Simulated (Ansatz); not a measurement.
# Pyrrole (C₄H₅N): basis-set convergence

One table from this session's results is given with a row withheld; the runs are named, their logs left out.

Computed with Ansatz 0.2.0, Gaussian basis. Level: one geometry, several basis sets.

Levels to be run: PBE0-D4/def2-SVP; ωB97M-V/def2-SVP; PBE0-D4/def2-QZVPP; ωB97M-V/def2-QZVPP; the functionals' def2-TZVPP values are taken from earlier runs.

## Structure used throughout

An earlier PBE0-D4 in a triple-zeta def2 set relaxation fixed the geometry.

SMILES `c1cc[nH]c1`, 10 atoms, charge 0, spin multiplicity 1.

Atoms are counted from 1 here; the program's logs count them from 0.

Bond lengths: C1–C2 1.417 Å, C1–C5 1.371 Å, C1–H6 1.079 Å, C2–C3 1.371 Å, C2–H7 1.079 Å, C3–N4 1.363 Å, C3–H8 1.078 Å, N4–C5 1.363 Å, N4–H9 1.003 Å, C5–H10 1.078 Å. Angles: C2–C1–C5 107.3°, C2–C1–H6 126.9°, C5–C1–H6 125.7°, C1–C2–C3 107.3°, C1–C2–H7 126.9°, C3–C2–H7 125.7°, C2–C3–N4 107.7°, C2–C3–H8 131.0°, N4–C3–H8 121.3°, C3–N4–C5 110.0°, C3–N4–H9 125.0°, C5–N4–H9 125.0°, C1–C5–N4 107.7°, C1–C5–H10 131.0°, N4–C5–H10 121.3°.

Coordinates:

```mol
C4H5N
  3D, bonds by distance, orders not assigned

 10 10  0  0  0  0  0  0  0  0999 V2000
    0.3846    0.5941   -0.9564 C   0  0
    0.7502   -0.7244   -0.5898 C   0  0
    0.0903   -1.0223    0.5746 C   0  0
   -0.6554    0.0661    0.9184 N   0  0
   -0.4861    1.0563   -0.0034 C   0  0
    0.7213    1.1434   -1.8214 H   0  0
    1.4215   -1.3818   -1.1194 H   0  0
    0.0924   -1.9143    1.1797 H   0  0
   -1.2419    0.1290    1.7297 H   0  0
   -0.9938    2.0026    0.0907 H   0  0
  1  2  8  0
  2  3  8  0
  3  4  8  0
  4  5  8  0
  1  6  8  0
  2  7  8  0
  3  8  8  0
  4  9  8  0
  5 10  8  0
  1  5  8  0
M  END
```

Set-up of the first run:

in.yaml

```yaml
crystal:
  periodic: [false, false, false]
  atoms:
    - {symbol: C, position_ang: [0.384557, 0.594138, -0.956386]}
    - {symbol: C, position_ang: [0.750171, -0.724376, -0.589794]}
    - {symbol: C, position_ang: [0.090256, -1.022297, 0.574562]}
    - {symbol: N, position_ang: [-0.655370, 0.066111, 0.918377]}
    - {symbol: C, position_ang: [-0.486139, 1.056332, -0.003373]}
    - {symbol: H, position_ang: [0.721336, 1.143387, -1.821427]}
    - {symbol: H, position_ang: [1.421529, -1.381822, -1.119352]}
    - {symbol: H, position_ang: [0.092392, -1.914315, 1.179738]}
    - {symbol: H, position_ang: [-1.241864, 0.129050, 1.729678]}
    - {symbol: H, position_ang: [-0.993766, 2.002592, 0.090678]}
basis:
  gaussian: {orbitals: def2-SVP}
hamiltonian: {xc: pbe0, dispersion: d4}
output: {orbitals: {seedname: orbitals}}
```

Among the steps run: PBE0-D4 in def2-SVP; ωB97M-V in def2-SVP; PBE0-D4 in def2-QZVPP; ωB97M-V in def2-QZVPP.

One of the session's tables, all rows but one given; the rest of the session is left out.

It belongs to the step «Density functionals: the series». 

```
functional       basis  HOMO (eV)  LUMO (eV)
   PBE0-D4    def2-SVP      -6.03       1.33
   PBE0-D4  def2-TZVPP      -6.11       1.06
   PBE0-D4  def2-QZVPP          ?          ?
   ωB97M-V    def2-SVP      -8.19       3.38
   ωB97M-V  def2-TZVPP      -8.26       2.46
   ωB97M-V  def2-QZVPP      -8.29       1.49
```

Estimate the missing values for PBE0-D4, def2-QZVPP.

As computed: HOMO (eV): -6.15; LUMO (eV): 0.55. In the column «HOMO (eV)» it lies between ωB97M-V, def2-SVP (-8.19) and PBE0-D4, def2-TZVPP (-6.11).
